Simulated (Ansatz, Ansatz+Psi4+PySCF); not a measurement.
```xyz
4

N     0.0000    0.0000    0.4298
F     1.1200    0.0000   -0.1114
F    -0.5600    0.9699   -0.1114
F    -0.5600   -0.9699   -0.1114
```

Basis set: cc-pVTZ (spherical functions). Correlated methods keep 4 orbitals frozen. Charge 0, multiplicity 1.

Computed with Ansatz (development build ahead of 0.2.0); each method stands on the lowest determinant of its kind that the runs found. Restricted open shells among the atoms or ions are ROHF, correlated in semicanonical orbitals with singles.

Problem. Give the atomization energy at this shape (free ground-state atoms in the same class of orbitals less the molecule, no zero-point energy) of singlet NF3 by RHF-MP2, RHF.

Solution.

```csv
method,atomization energy
RHF-MP2,749.6 kJ/mol
RHF,161.0 kJ/mol
```

Caution: no unrestricted run beside it, a lower state can exist; the shape is not the minimum.
